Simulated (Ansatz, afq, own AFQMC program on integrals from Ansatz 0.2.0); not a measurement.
**BSiH₂, quartet: AFQMC among the cluster methods**

```tsv
atom	x (Å)	y (Å)	z (Å)
Si	0.0000	0.0000	0.7143
B	0.0000	0.0000	-1.4837
H	0.0000	-1.0760	-1.9948
H	0.0000	1.0760	-1.9948
```

Connectivity, by distances: Si–BH2.

Basis cc-pVDZ. Only valence electrons are correlated. Integrals, coupled cluster, full CI and functionals: Ansatz 0.2.0; the random walks run on the same integrals in our own AFQMC program. The CISD trial takes its coefficients from CCSD amplitudes. Released means that phaseless walkers are propagated on without the constraint, phases kept. Free projection: walkers drawn from exp(T), propagated without any constraint. Its projection time is finite, and what remains of the start isn't in its error. Uncertainties: one standard error, sampling alone.

Determinant: UHF, the one that the program's search chose, which needn't be the lowest solution. The geometry is a point of a scan.

No full CI on the walks' own integrals is used here; CCSDT(Q) serves as the reference and is uncertain by about the last step of the cluster series.

Cautions: lower spins were not checked; higher spins were not checked; raised T1 diagnostic (T1 0.042, weight of the determinant 0.86, largest double 0.09).

The T1 diagnostic is 0.0423. The weight of the determinant in the CISD state is 0.862, the ⟨S²⟩ of the determinant is 3.757 and the size of the correlated space is 9 electrons in 36 orbitals.

| level | correlation energy (eV) |
| --- | --- |
| MP2 | -3.6106 |
| CCSD | -4.5762 |
| CCSD(T) | -4.7343 |

Question: Estimate where free-projection AFQMC lies against CCSD(T) on the same integrals.

Answer: 4.5 ± 2.1 kJ/mol below CCSD(T).

Reference: CCSDT(Q), correlation energy -4.788 eV. The released energy is read at 1.62 1/Eh, later times being too noisy (meV from the phaseless value at times in 1/Eh: -13 ± 14 at 0.24, 0 ± 13 at 0.51, 2 ± 13 at 0.99, -1 ± 13 at 1.62, -13 ± 23 at 2.40).

| level | E − E(reference) (kJ/mol) | share of correlation (%) |
| --- | --- | --- |
| CCSD(T) | 5.2 | 98.88 |
| CCSDT | 0.9 | 99.79 |
| ph-AFQMC/HF | 2.8 ± 4.9 | 99.40 |
| ph-AFQMC/CISD | -1.6 ± 0.8 | 100.34 |
| released AFQMC | -1.7 ± 1.3 | 100.36 |
| free AFQMC | 0.6 ± 2.1 | 99.86 |

Free projections are given only where their last times agree within the noise and don't stop above the reference; a slow remainder of the start can still hide under it. A walk keeps the symmetry of its determinant, which the program's search chose and which needn't be the lowest solution, so a lower state of the same spin and another symmetry isn't excluded. Released energies are given only where the last usable release times agree within the noise; a slower fall can still hide under it.
